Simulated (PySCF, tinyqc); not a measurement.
Inside a calculation. Method: RHF in the sto-6g basis, for BH, spin multiplicity 1. This run ends on a higher stationary point, not on the lowest solution. The lowest restricted solution is unstable here: a spin-polarised one lies 0.0910 hartree lower (PySCF). One step of it, computed by the program tinyqc.

Problem. Iteration 2: DIIS coefficients. Solve [B -1; -1 0][c; lambda] = [0; -1] for the coefficients, which sum to one.

B (overlaps of the stored error matrices):
```
                1               2
1   3.5856556e-01  -6.3019553e-02
2  -6.3019553e-02   1.6162656e-01
```

Give: DIIS coefficients.

Solution.

DIIS coefficients: 0.3476  0.6524
